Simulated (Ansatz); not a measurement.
For wurtzite GaN, PBE-D3(BJ) (Ansatz, a quantum-chemistry and plane-wave program, PAW) gives:

- lattice constant a = 3.196 Å
- lattice parameter c = 5.208 Å
- cohesive energy = 4.65 eV/atom
- elastic constant C11 = 334 GPa
- elastic constant C44 = 89.8 GPa
- polycrystal shear modulus = 105 GPa

Q: What does B3LYP (VWN-RPA form) (plane waves, PAW; Ansatz) give for the same quantities?

A: 
- lattice constant a: 3.212 Å (increases by 0.5 %)
- lattice parameter c: 5.231 Å (rises by 0.4 %)
- cohesive energy: 4.03 eV/atom (falls by 0.62 eV/atom)
- elastic constant C11: 353 GPa (increases by 5.7 %)
- elastic constant C44: 101 GPa (grows by 12 %)
- Voigt–Reuss–Hill shear modulus: 117 GPa (grows by 11 %)

For comparison: lattice constant a 3.189 Å (measured, room temperature, not corrected to a static lattice; as tabulated in Lucero et al. (2012), arXiv:1111.4515); lattice parameter c 5.185 Å (measured, room temperature, not corrected to a static lattice; as tabulated in Lucero et al. (2012), arXiv:1111.4515); cohesive energy 4.53 eV/atom (measured, temperature not stated, not corrected to a static lattice; as tabulated in Zoroddu et al. (2001), arXiv:cond-mat/0011434); elastic constant C11 390 GPa (measured, temperature not stated, not corrected to a static lattice, our sources range from 359 to 390; as tabulated in Oses et al. (2018), arXiv:1811.08464); elastic constant C44 105 GPa (measured, temperature not stated, not corrected to a static lattice, our sources range from 98.0 to 105; as tabulated in Oses et al. (2018), arXiv:1811.08464); Voigt–Reuss–Hill shear modulus 120 GPa (measured, temperature not stated, not corrected to a static lattice, Hill average of measured single-crystal constants; as tabulated in Oses et al. (2018), arXiv:1811.08464).

Changes are worked out from the printed values.

Unless a cell is named, each level is at its own relaxed cell (PBE-D3(BJ) 11.52, B3LYP (VWN-RPA form) 11.68 Å³/atom).

Caveats: the dispersion coefficients are held fixed in the derivatives (PBE-D3(BJ)). Ansatz's density-functional and Hartree–Fock values are scalar-relativistic unless marked +SOC, with PAW data made under PBE.
